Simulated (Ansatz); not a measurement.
Si2, SMILES `[Si]=[Si]` (lower triplet) (charge 0, multiplicity 3). The linear singlet lies higher and needs more than one determinant, so no gap is given.

Method: frozen-core full CI/6-31g // B3LYP-D3(BJ)/def2-TZVP (Ansatz, a program for electronic structure).

Ansatz 0.2 input:
```yaml
crystal:
  periodic: [false, false, false]
  atoms:
    - { symbol: Si, position_ang: [1.134241, -0.000006, -0.000004] }
    - { symbol: Si, position_ang: [-1.134241, 0.000006, 0.000004] }
basis:
  gaussian: { orbitals: "6-31g" }
correlation:
  method: fci
magnetization:
  spin_polarized: false
  initial_magnetization: 2
```

Output:

```
Functional definition: HF
496 factors; integrals over basis functions are off by at most 3.3e-8 eV
mean field evaluation 1: about -15718.9894 eV, gradient 3.2e0 eV
mean field evaluation 2: about -15718.9923 eV, gradient 3.2e0 eV
mean field evaluation 4: about -15719.1162 eV, gradient 2.0e-1 eV
mean field evaluation 8: about -15719.1168 eV, gradient 8.9e-5 eV
mean field evaluation 16: about -15719.5305 eV, gradient 4.2e-2 eV
mean field evaluation 32: about -15719.3154 eV, gradient 1.3e0 eV
mean field -15719.52916396 eV, -577.6820416960 hartree, gradient 1.1e-6 eV, S^2 2.000000; 9 other end points of the search recorded, 0 dependent functions left out
mean field evaluation 64: about -15719.2373 eV, gradient 6.1e-3 eV
mean field evaluation 96: about -15719.5902 eV, gradient 2.6e-1 eV
determinant -15719.52916396 eV, -577.6820416960 hartree, with singles and doubles -15721.95680150 eV, -577.7712557302 hartree
determinant -15719.11680702 eV, -577.6668878581 hartree, with singles and doubles -15722.18957990 eV, -577.7798101785 hartree
determinant -15719.52916396 eV, -577.6820416960 hartree, with singles and doubles -15721.95674045 eV, -577.7712534866 hartree
determinant -15719.11680702 eV, -577.6668878581 hartree, with singles and doubles -15722.18988790 eV, -577.7798214973 hartree
unrestricted determinant -15719.59453350 eV, -577.6844439824 hartree, S^2 2.6144
10 core orbitals not correlated
reference -15719.52916396 eV, -577.6820416960 hartree; 5, 3 occupied and 11, 13 virtual orbitals, 496 factors
state -15722.39351157 eV, -577.7873045290 hartree
10 core orbitals not correlated
state -15722.39459011 eV, -577.7873441649 hartree
Total energy: -15722.39459011 eV, -577.7873441649 hartree
```
